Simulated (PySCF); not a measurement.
# Successive ionisation energies of chlorine

Calculated with PySCF 2.14, two-component X2C-1e (Gaussian nucleus, no Breit or QED terms), each ion in its own even-tempered basis; GMP2 freezes the deep shells of the larger ions and drops the highest virtual spinors; eV.

```tsv
ion	configuration	GHF (screened spin-orbit)	GMP2 (screened spin-orbit)	NIST	kind
Cl	[Ne] 3s2 3p5	11.754	12.309	12.968	measured
Cl⁺	[Ne] 3s2 3p4	22.448	23.184	23.814	measured
Cl²⁺	[Ne] 3s2 3p3	39.025	39.430	39.8 ± 0.11	semi-empirical
Cl³⁺	[Ne] 3s2 3p2	52.228	52.854	53.24 ± 0.12	semi-empirical
Cl⁴⁺	[Ne] 3s2 3p1	67.053	67.394	67.68 ± 0.1	semi-empirical
Cl⁵⁺	[Ne] 3s2	94.972	96.534	96.94 ± 0.04	semi-empirical
Cl⁶⁺	[Ne] 3s1	113.71	114.18	114.20	measured
Cl⁷⁺	[Ne]	346.74	348.19	348.31	measured
Cl⁸⁺	[He] 2s2 2p5	399.25	400.70	400.85	measured
Cl⁹⁺	[He] 2s2 2p4	454.63	456.12	456.7 ± 0.4	semi-empirical
Cl¹⁰⁺	[He] 2s2 2p3	530.62	530.96	530 ± 0.4	semi-empirical
Cl¹¹⁺	[He] 2s2 2p2	591.61	591.93	591.58 ± 0.19	semi-empirical
```

(1) Where is the largest relative jump?

Results:

(1) From Cl⁶⁺ to Cl⁷⁺: 114.18 to 348.19 eV, where the electron removed from [Ne] comes from a deeper shell or subshell.
